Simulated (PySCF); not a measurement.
A structure optimised at ωB97X-D3(BJ)/def2-TZVPD, used in a PySCF frequency run:

```xyz
5

Si     0.0000     0.0000     0.0000
H      0.8559    -0.8559    -0.8559
H     -0.8559    -0.8559     0.8559
H     -0.8559     0.8559    -0.8559
H      0.8559     0.8559     0.8559
```

Question: Write its SMILES, formula and point group.

Answer: [SiH4], H₄Si, Td

Question: What are its rotational constants (standard atomic weights)?

Answer: 85.552, 85.552, 85.552 GHz
